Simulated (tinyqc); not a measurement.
A ladder of methods, and size consistency: correlation methods against full CI in the sto-6g basis, for H2O, spin multiplicity 1. Computed by the program tinyqc with PySCF. All electrons correlated; +Q is the Davidson correction (1 - c0^2) E_corr. The last columns treat two copies 100 angstrom apart as one system. FCI is the lowest singlet.

Geometry (angstrom):

| atom | x | y | z |
|---|---|---|---|
| O | 0.0000 | 0.0000 | 0.0000 |
| H | 0.0000 | 0.8540 | 0.5670 |
| H | 0.0000 | -0.8540 | 0.5670 |

RHF energy of one = -75.670324 hartree

Correlation energies (hartree):

| method | E_corr of one | share of FCI (%) | E_corr of two at 100 angstrom | two minus twice one (mhartree) |
|---|---|---|---|---|
| MP2 | -0.040601 | 69.8118 | -0.081201 | 0.0000 |
| CISD | -0.057056 | 98.1070 | -0.110518 | 3.5945 |
| CISD+Q | -0.058979 | 101.4125 | -0.117248 | 0.7097 |
| CCSD | -0.057969 | 99.6762 | -0.115938 | 0.0000 |
| CCSD(T) | -0.058076 | 99.8596 | -0.116151 | 0.0000 |
| FCI | -0.058157 | 100.0000 | - | - |

What does the comparison show, and why?

MP2 recovers 70 %, CISD 98.1 % and CCSD 99.7 % of the FCI value (c0^2 = 0.966 in CISD). MP2 and coupled cluster are size consistent, so their last column vanishes; CISD loses 3.59 mhartree, since a double excitation on each copy is a quadruple of the pair, and the Davidson correction leaves +0.71.
